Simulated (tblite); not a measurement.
Species: C3H7FN (doublet state).
Structure used (GFN2-xTB), in Å, numbered top down from 1:
```
atom  x, y, z in Å
N1     1.573   -1.200   -0.169
C2     1.073   -0.108    0.533
C3    -0.061    0.705   -0.103
C4    -1.342   -0.118   -0.140
F5    -2.345    0.589   -0.755
H6     1.316   -1.181   -1.154
H7     0.789   -0.463    1.537
H8     1.929    0.567    0.724
H9     0.211    0.988   -1.124
H10   -0.237    1.618    0.468
H11   -1.210   -1.043   -0.712
H12   -1.694   -0.355    0.870
```

Computed values, GFN2-xTB/tblite, gas phase, harmonic and unscaled. Errors from tens to a few hundred cm⁻¹ against measured bands are possible. One conformer, not necessarily the lowest. Open shells enter through the occupations alone, without spin polarisation, and single modes of such species can be off by tens of per cent.

Harmonic wavenumbers (cm⁻¹): 82.2, 125.3, 220.4, 281.1, 360.0, 496.3, 787.5, 818.1, 961.8, 1017.3, 1037.6, 1061.5, 1124.1, 1155.9, 1169.4, 1236.8, 1263.1, 1275.5, 1313.4, 1342.8, 1390.9, 1454.1, 1479.4, 2752.9, 2859.2, 2940.4, 2948.5, 2980.3, 2994.5, 3338.0.

A = 14195, B = 2390, C = 2237 MHz; mass 76.056 u (most abundant isotopes); point group C1, symmetry number 1; spin multiplicity 2.

Zero-point energy?

½Σν̃ = 21134 cm⁻¹ = 252.82 kJ/mol.

What is S at 500 K and 1 bar for an ideal gas of classical rigid rotors and harmonic oscillators?

Translation 173.62, rotation 114.61, vibration 98.61, spin (R ln 2) 5.76: S = 392.6 J/(mol K).

And Cp and H(500 K) − H(0)?

Cp = 141.60 J/(mol K), of which vibrations give 108.34 (their classical limit is 30 R = 249.4); H(500 K) − H(0) = 42.96 kJ/mol without the zero-point energy, 26.33 from vibrations.

How do the functions run with temperature in this model?

```csv
T (K),S (J/(mol K)),Cp (J/(mol K)),H − H(0) (kJ/mol),G − H(0) (kJ/mol),ln q(vib)
50,221.5,42.5,1.81,-9.26,0.13
100,254.9,55.0,4.26,-21.23,0.61
298.15,332.2,94.9,18.95,-80.08,3.01
373.15,355.4,113.1,26.75,-105.88,3.94
750,458.4,182.6,83.86,-259.93,8.70
1000,514.9,209.6,133.10,-381.76,11.78
```

q(vib) and H(0) count from the zero-point level.

Which modes carry the vibrational entropy at 500 K?

82.2 cm⁻¹: 20.32; 125.3 cm⁻¹: 16.84; 220.4 cm⁻¹: 12.24; 281.1 cm⁻¹: 10.30; 360.0 cm⁻¹: 8.38; 496.3 cm⁻¹: 6.02 J/(mol K); the other 24 give 24.50 together.

Hindered rotation and anharmonicity are outside this model. Other conformers, if any are populated, would add a mixing term that is left out. The structure is chiral; the term R ln 2 for an equal mix with its mirror image is left out.

Time: 0.18 s wall. Hardware: one thread of an Arm Neoverse V1, no GPU, shared host with 64 logical CPUs at a one-minute load of 15. The figure is for the frequency step alone.
